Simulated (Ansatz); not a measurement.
Energy needed to pull apart C2HS (SMILES [C]1=CS1), doublet, into free ground-state atoms, from the structure below (at a frame of a short PBE0-D4/def2-SVP trajectory); no zero-point or spin–orbit terms; open-shell atoms are treated unrestricted, in their ground-state multiplicity.

| atom | x (Å) | y (Å) | z (Å) |
| --- | --- | --- | --- |
| C1 | -0.3528 | -0.5690 | 1.0066 |
| C2 | -0.3122 | 0.1701 | -0.1077 |
| S3 | 1.3618 | -0.4294 | -0.0149 |
| H4 | -0.7890 | 0.8371 | -0.8271 |

Computed with Ansatz 0.2.0 (basis: def2-TZVPP); correlated methods freeze the cores; orbitals are unrestricted.

```tsv
method	atomization energy (kJ/mol)
PBE-D4	1578
r2SCAN-D4	1500
PBE0-D4	1507
wB97M-V	?
HF	941
MP2	1466
CCSD	?
CCSD(T)	1415
```

(1) What does CCSD give? (To be estimated.)

(2) What does wB97M-V give? (Judge from chemistry; the value comes from the calculation.)

T1 diagnostic: at most 0.022. ⟨S²⟩ of the unrestricted Hartree–Fock references: 0.77 (a pure state has 0.75).

Answers

(1) Computed: 1361 kJ/mol, which is about 54 kJ/mol less than CCSD(T)/def2-TZVPP.

(2) The calculation gives: 1486 kJ/mol, which is about 71 kJ/mol more than CCSD(T)/def2-TZVPP.

In triple zeta the MP2 and coupled-cluster atomization energies are still short of their basis limit by a few kcal/mol a bond, whereas those of the functionals are nearly converged, so these differences are not deviations from converged CCSD(T).

For scale, one of the runs: CCSD(T)/def2-TZVPP forces, 118 basis functions, launched by `ansatz run in.yaml --threads 2 --pin off --events-out ev --progress --plain --max-ram 3481MiB`. Hardware: 2 CPU threads of an Arm Neoverse V1, shared host. Wall time 90 s; peak host memory 1.6 GiB.
